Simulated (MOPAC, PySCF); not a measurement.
CH4, SMILES `C`, neutral singlet in the gas phase. 

Cartesian coordinates (Å):
```xyz
5

C      0.0000     0.0000     0.0000
H     -0.6215    -0.3712     0.8143
H     -0.4459     0.9037    -0.4143
H      0.0710    -0.7595    -0.7781
H      0.9964     0.2270     0.3780
```
Charge 0, spin multiplicity 1.

All levels are single points at this geometry (PBE0-D4/def2-TZVP); Pople sets use spherical d functions. Orbital energies aren't observables, and empty levels follow the basis.

PBE-D3(BJ)/def2-TZVP in PySCF gives HOMO (eV) = -9.44.

Estimate the HOMO (eV) from each of these levels: B3LYP-D3(BJ)/def2-TZVP in PySCF; PBE0-D4/def2-TZVP in PySCF; B3LYP/3-21G in PySCF; B3LYP/6-311+G** in PySCF; B3LYP/6-31G* in PySCF; BP86/6-31G* in PySCF; M06-2X/6-31G* in PySCF; SVWN5/6-31G* in PySCF; HF/3-21G in PySCF; HF/STO-3G in PySCF; PM3 in MOPAC; PM7 in MOPAC.


```tsv
level	HOMO (eV)
B3LYP-D3(BJ)/def2-TZVP in PySCF	-10.76
PBE0-D4/def2-TZVP in PySCF	-10.98
B3LYP/3-21G in PySCF	-10.60
B3LYP/6-311+G** in PySCF	-10.76
B3LYP/6-31G* in PySCF	-10.61
BP86/6-31G* in PySCF	-9.38
M06-2X/6-31G* in PySCF	-12.32
SVWN5/6-31G* in PySCF	-9.26
HF/3-21G in PySCF	-14.78
HF/STO-3G in PySCF	-14.09
PM3 in MOPAC	-13.63
PM7 in MOPAC	-13.70
```
